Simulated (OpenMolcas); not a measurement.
# CH3F (fluoromethane): a chain of runs

Wanted: a single-point energy (HF/STO-3G), then a single-point energy (CASSCF(2,2)/STO-3G), then a single-point energy (CASPT2(2,2)/STO-3G), then a single-point energy (SC-NEVPT2(2,2)/STO-3G), then the energy (MRCI(2,2)/STO-3G) of CH3F (fluoromethane). 

Program for the calculation: OpenMolcas 26.06.

1 further run of the same task is left out (for a known fault of the program).

## (1) Starting point

The species is CH3F (5 atoms), meant as a singlet with charge 0. SMILES: `CF`. The coordinates come from a PBE0-D4/def2-TZVP relaxation.

Bond lengths: C1–F2 1.376 Å, C1–H3 1.092 Å, C1–H4 1.092 Å, C1–H5 1.092 Å. Angles: F2–C1–H3 109.1°, F2–C1–H4 109.1°, F2–C1–H5 109.1°, H3–C1–H4 109.9°, H3–C1–H5 109.9°, H4–C1–H5 109.9°.

## (2) A single-point energy at HF/STO-3G (run 1)

Input file coord.xyz:

```xyz
5

C     -0.050700     0.032900     0.007800
F      1.094100    -0.710500    -0.168600
H     -0.918700    -0.626900    -0.058000
H     -0.104800     0.796000    -0.772000
H     -0.019800     0.508500     0.990700
```

Input file step1.inp:

```
>>> EXPORT MOLCAS_PRINT=2
&GATEWAY
BASLIB = $CurrDir
COORD = coord.xyz
BASIS = STO-3G
GROUP = NoSym
&SEWARD
&SCF
PRORBITALS = 1 1
```

The basis set STO-3G is read from a file made from the Basis Set Exchange's data (not shown).

The run is started by

```bash
$ export MOLCAS_MEM=1860
$ pymolcas step1.inp > step1.log
```

Output:

```text
--- Start Module: gateway ---
[...]
--- Stop Module: gateway /rc=_RC_ALL_IS_WELL_ ---
--- Start Module: seward ---
[...]
      Basis functions           13
--- Stop Module: seward /rc=_RC_ALL_IS_WELL_ ---
--- Start Module: scf ---
[...]
       Convergence after   8 Iterations
[...]
::    Total SCF energy                               -137.1684164679
[...]
      Total spin, S                                     0.0000000000
[...]
      Total electronic charge=   18.000000
      Total            charge=   -0.000000
[...]
      Dipole Moment (debye):
      Origin of the operator (angstrom)=    0.5622   -0.3651   -0.0866
                   X= -9.5557E-01               Y=  6.2051E-01               Z=  1.4723E-01           Total=  1.1488E+00
      Quadrupole Moment (debye*angstrom):
[...]
--- Stop Module: scf /rc=_RC_ALL_IS_WELL_ ---
[...]
```

Wall time 1.5 s (1 thread of Arm Neoverse V1, shared host); peak memory 0.37 GiB.

## (3) A single-point energy at CASSCF(2,2)/STO-3G (run 2)

coord.xyz is that of step 2.

Input file step2.inp:

```
&GATEWAY
  BasLib = $CurrDir
  Coord = coord.xyz
  Basis = STO-3G
  Group = NoSym

&SEWARD

&RASSCF
  FileOrb = $CurrDir/step1.ScfOrb
  Spin = 1
  Nactel = 2 0 0
  Inactive = 8
  Ras2 = 2
  OrbListing = Nothing
  OrbAppear = Compact
```

The basis set STO-3G is read from a file made from the Basis Set Exchange's data (not shown).

The run is started by

```bash
$ export MOLCAS_MEM=1860
$ pymolcas step2.inp > step2.log
```

Output:

```text
--- Start Module: gateway ---
[...]
--- Stop Module: gateway /rc=_RC_ALL_IS_WELL_ ---
--- Start Module: seward ---
[...]
      Basis functions           13
--- Stop Module: seward /rc=_RC_ALL_IS_WELL_ ---
--- Start Module: rasscf ---
[...]
      Number of active orbitals                  2
[...]
      Spin quantum number                      0.0
[...]
      Active orbitals                            2
[...]
      Number of CSFs                             3
[...]
      Number of root(s) required                 1
[...]
      Convergence after 20 iterations
[...]
      printout of CI-coefficients larger than  0.05 for root  1
      energy=    -137.192926
      conf/sym  11     Coeff  Weight
             1  20   0.99226 0.98458
             3  02  -0.12419 0.01542
      Natural orbitals and occupation numbers for root  1
      sym 1:   1.969152   0.030848
      ************************************************************************************************************************
      *                                                    Final results                                                     *
[...]
::    RASSCF root number  1 Total energy:   -137.19292569
[...]
      Total electronic charge=   18.000000
      Total            charge=   -0.000000
[...]
      Dipole Moment (debye):
      Origin of the operator (angstrom)=    0.5622   -0.3651   -0.0866
                   X= -8.5374E-01               Y=  5.5438E-01               Z=  1.3155E-01           Total=  1.0264E+00
      Quadrupole Moment (debye*angstrom):
[...]
--- Stop Module: rasscf /rc=_RC_ALL_IS_WELL_ ---
[...]
```

Run time: 1.9 s. Hardware: 1 thread of Arm Neoverse V1, shared host; peak memory 0.37 GiB.

## (4) A single-point energy at CASPT2(2,2)/STO-3G (run 3)

coord.xyz is that of step 3.

Input file step3.inp:

```
&GATEWAY
 BASLIB=$CurrDir
 COORD=coord.xyz
 BASIS=STO-3G
 GROUP=NoSym

&SEWARD

&RASSCF
 FILEORB=$CurrDir/step2.RasOrb
 SPIN=1
 NACTEL=2 0 0
 INACTIVE=8
 RAS2=2
 ORBLISTING=Nothing
 ORBAPPEAR=Compact

&CASPT2
 IMAGINARY=0.1
 FROZEN=2
```

The basis set STO-3G is read from a file made from the Basis Set Exchange's data (not shown).

The run is started by

```bash
$ export MOLCAS_MEM=1860
$ pymolcas step3.inp > step3.log
```

Output:

```text
--- Start Module: gateway ---
[...]
--- Stop Module: gateway /rc=_RC_ALL_IS_WELL_ ---
[...]
      Basis functions           13
[...]
--- Start Module: rasscf ---
[...]
      Number of active orbitals                  2
[...]
      Spin quantum number                      0.0
[...]
      Active orbitals                            2
[...]
      Number of CSFs                             3
[...]
      Number of root(s) required                 1
[...]
      Convergence after  4 iterations
[...]
      printout of CI-coefficients larger than  0.05 for root  1
      energy=    -137.192926
      conf/sym  11     Coeff  Weight
             1  20   0.99226 0.98458
             3  02  -0.12419 0.01542
      Natural orbitals and occupation numbers for root  1
      sym 1:   1.969151   0.030849
      ************************************************************************************************************************
      *                                                    Final results                                                     *
[...]
::    RASSCF root number  1 Total energy:   -137.19292569
[...]
      Total electronic charge=   18.000000
      Total            charge=   -0.000000
[...]
      Dipole Moment (debye):
      Origin of the operator (angstrom)=    0.5622   -0.3651   -0.0866
                   X= -8.5374E-01               Y=  5.5438E-01               Z=  1.3154E-01           Total=  1.0264E+00
      Quadrupole Moment (debye*angstrom):
[...]
--- Stop Module: rasscf /rc=_RC_ALL_IS_WELL_ ---
--- Start Module: caspt2 ---
[...]
 ###    WARNING: User changed nr of frozen orbitals.                         ###
 ###############################################################################
[...]
      E2 (Variational):          -0.0493180493
      Total energy:            -137.2422437437
[...]
      Reference weight:           0.98161
[...]
::    CASPT2 Root  1     Total energy:   -137.24224374
[...]
--- Stop Module: caspt2 /rc=_RC_ALL_IS_WELL_ ---
[...]
```

Run time: 1.6 s. Hardware: 1 thread of Arm Neoverse V1, shared host; peak memory 0.37 GiB.

## (5) The energy at SC-NEVPT2(2,2)/STO-3G (run 4)

coord.xyz is that of step 4.

Input file step4.inp:

```
* CH3F NEVPT2

&GATEWAY
 BasLib=$CurrDir
 Coord=coord.xyz
 Basis=STO-3G
 Group=NoSym

&SEWARD

&RASSCF
 FileOrb=$CurrDir/step2.RasOrb
 Spin=1
 Nactel=2 0 0
 Inactive=8
 Ras2=2
 OrbListing=Nothing
 OrbAppear=Compact

&CASPT2
 SC-NEVPT2
 Frozen=2
```

The basis set STO-3G is read from a file made from the Basis Set Exchange's data (not shown).

The run is started by

```bash
$ export MOLCAS_MEM=1860
$ pymolcas step4.inp > step4.log
```

Output:

```text
--- Start Module: gateway ---
[...]
--- Stop Module: gateway /rc=_RC_ALL_IS_WELL_ ---
[...]
      Basis functions           13
[...]
--- Start Module: rasscf ---
[...]
      Number of active orbitals                  2
[...]
      Spin quantum number                      0.0
[...]
      Active orbitals                            2
[...]
      Number of CSFs                             3
[...]
      Number of root(s) required                 1
[...]
      Convergence after  4 iterations
[...]
      printout of CI-coefficients larger than  0.05 for root  1
      energy=    -137.192926
      conf/sym  11     Coeff  Weight
             1  20   0.99226 0.98458
             3  02  -0.12419 0.01542
      Natural orbitals and occupation numbers for root  1
      sym 1:   1.969151   0.030849
      ************************************************************************************************************************
      *                                                    Final results                                                     *
[...]
::    RASSCF root number  1 Total energy:   -137.19292569
[...]
      Total electronic charge=   18.000000
      Total            charge=   -0.000000
[...]
      Dipole Moment (debye):
      Origin of the operator (angstrom)=    0.5622   -0.3651   -0.0866
                   X= -8.5374E-01               Y=  5.5438E-01               Z=  1.3154E-01           Total=  1.0264E+00
      Quadrupole Moment (debye*angstrom):
[...]
--- Stop Module: rasscf /rc=_RC_ALL_IS_WELL_ ---
--- Start Module: caspt2 ---
[...]
 ###    WARNING: User changed nr of frozen orbitals.                         ###
 ###############################################################################
[...]
      E2 (Variational):          -0.0499151103
[...]
      E2 (Variational):          -0.0498833656
      Total energy:            -137.2428090601
[...]
      Reference weight:           0.98106
[...]
::    SC-NEVPT2 Root  1     Total energy:   -137.24280906
[...]
--- Stop Module: caspt2 /rc=_RC_ALL_IS_WELL_ ---
[...]
```

Wall time 1.6 s (1 thread of Arm Neoverse V1, shared host); peak memory 0.37 GiB.

## (6) The energy at MRCI(2,2)/STO-3G (run 5)

coord.xyz is that of step 5.

Input file step5.inp:

```
&GATEWAY
 BasLib=$CurrDir
 Coord=coord.xyz
 Basis=STO-3G
 Group=NoSym

&SEWARD

&RASSCF
 FileOrb=$CurrDir/step2.RasOrb
 Spin=1
 Nactel=2 0 0
 Inactive=8
 Ras2=2
 OrbListing=Nothing
 OrbAppear=Compact

&MOTRA
 LumOrb
 Frozen=2

&GUGA
 Electrons=14
 Spin=1
 Inactive=6
 Active=2
 CIAll=1

&MRCI
 SDCI
```

The basis set STO-3G is read from a file made from the Basis Set Exchange's data (not shown).

The run is started by

```bash
$ export MOLCAS_MEM=1860
$ pymolcas step5.inp > step5.log
```

Output:

```text
--- Start Module: gateway ---
[...]
--- Stop Module: gateway /rc=_RC_ALL_IS_WELL_ ---
[...]
      Basis functions           13
[...]
      Number of active orbitals                  2
[...]
      Spin quantum number                      0.0
[...]
      Active orbitals                            2
[...]
      Number of CSFs                             3
[...]
      Number of root(s) required                 1
[...]
      Convergence after  4 iterations
[...]
      printout of CI-coefficients larger than  0.05 for root  1
      energy=    -137.192926
      conf/sym  11     Coeff  Weight
             1  20   0.99226 0.98458
             3  02  -0.12419 0.01542
      Natural orbitals and occupation numbers for root  1
      sym 1:   1.969151   0.030849
      ************************************************************************************************************************
      *                                                    Final results                                                     *
[...]
::    RASSCF root number  1 Total energy:   -137.19292569
[...]
      Dipole Moment (debye):
      Origin of the operator (angstrom)=    0.5622   -0.3651   -0.0866
                   X= -8.5374E-01               Y=  5.5438E-01               Z=  1.3154E-01           Total=  1.0264E+00
      Quadrupole Moment (debye*angstrom):
[...]
      *** WARNING: Default frozen orbitals is overwritten by user input.
      *** Default values:   2
[...]
--- Start Module: guga ---
[...]
--- Stop Module: guga /rc=_RC_ALL_IS_WELL_ ---
--- Start Module: mrci ---
[...]
       (But an ACPF correction will be computed)
       USE THE DEFAULT ACPF G-VALUE GFAC=  0.14285714285714285
[...]
                      CI ENERGY:  -137.26078381
[...]
                ACPF CORRECTION:    -0.00218054
[...]
      Total electronic charge=   18.000000
      Total            charge=   -0.000000
[...]
     ACPF CORRECTION:     -0.00218054
[...]
  CI State   1     Total energy:   -137.26078381     QDav:     -0.00255767     QACPF:     -0.00218054
[...]
--- Stop Module: mrci /rc=_RC_ALL_IS_WELL_ ---
[...]
```

It took 1.8 s on 1 thread of Arm Neoverse V1, shared host; peak memory 0.37 GiB.

## (7) Outcome

```
                                                    quantity          value
                              run 1, HF/STO-3G: total energy  -137.16842 Eh
                             run 1, HF/STO-3G: dipole moment         1.15 D
                               run 1, HF/STO-3G: HOMO energy      -11.33 eV
                               run 1, HF/STO-3G: LUMO energy       16.28 eV
                             run 1, HF/STO-3G: HOMO–LUMO gap       27.60 eV
                     run 2, CASSCF(2,2)/STO-3G: total energy  -137.19293 Eh
   run 2, CASSCF(2,2)/STO-3G: dipole moment (CASSCF density)         1.03 D
                     run 3, CASPT2(2,2)/STO-3G: total energy  -137.24224 Eh
   run 3, CASPT2(2,2)/STO-3G: dipole moment (CASSCF density)         1.03 D
                  run 4, SC-NEVPT2(2,2)/STO-3G: total energy  -137.24281 Eh
run 4, SC-NEVPT2(2,2)/STO-3G: dipole moment (CASSCF density)         1.03 D
                       run 5, MRCI(2,2)/STO-3G: total energy  -137.26078 Eh
     run 5, MRCI(2,2)/STO-3G: dipole moment (CASSCF density)         1.03 D
```

In words: Mulliken charges (run 2, CASSCF(2,2)/STO-3G) run from -0.13 on F2 to +0.06 on H3. Mulliken charges (run 4, SC-NEVPT2(2,2)/STO-3G) of the CASSCF density run from -0.13 on F2 to +0.06 on H3; they depend strongly on the basis. Mulliken charges (run 5, MRCI(2,2)/STO-3G) of the CASSCF density run from -0.13 on F2 to +0.06 on H3.
